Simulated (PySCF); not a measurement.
BF3. Atoms are numbered in the order given.

```xyz
4

B      0.0000     0.0000     0.0000
F     -1.3156     0.0000     0.0000
F      0.6578     1.1394     0.0000
F      0.6578    -1.1394     0.0000
```
Charge 0, spin multiplicity 1.

Geometry optimised at B3LYP-D3(BJ)/def2-TZVP. The isomer is the one that the SMILES or the coordinates give; other isomers of the formula were not compared.

These are TDDFT-PBE/def2-SVPD run with PySCF 2.14.0 values and carry that method's errors.

Vertical excitations; the highest root listed may be one member of a degenerate set. Gas-phase values at a fixed geometry. State labels are in the subgroup C2v.

```csv
state,symmetry,energy (eV),λ (nm),f,main pairs
S1,B1,9.52,130,0.000,HOMO→LUMO 100 %
S2,A2,9.68,128,0.000,HOMO→LUMO+1 100 %
S3,A2,10.47,118,0.000,HOMO−1→LUMO (degenerate set)
S4,B2,10.47,118,0.000,HOMO−2→LUMO (degenerate set)
S5,A1,10.69,116,0.044,HOMO−3→LUMO (degenerate set)
S6,B1,10.69,116,0.044,HOMO−4→LUMO (degenerate set)
S7,B2,10.80,115,0.000,HOMO−3→LUMO+1 (degenerate set)
S8,A2,10.80,115,0.000,HOMO−4→LUMO+1 (degenerate set)
S9,B1,11.54,107,0.126,HOMO−1→LUMO+1 (degenerate set)
S10,A1,11.54,107,0.126,HOMO−2→LUMO+1 (degenerate set)
T1,B1,9.39,132,0,HOMO→LUMO 100 %
T2,A2,9.42,132,0,HOMO→LUMO+1 100 %
T3,B1,10.08,123,0,HOMO−1→LUMO+1 (degenerate set)
T4,A1,10.08,123,0,HOMO−2→LUMO+1 (degenerate set)
```
Triplets are in the Tamm–Dancoff approximation, which puts them higher than full response would, so one can lie above its singlet here.
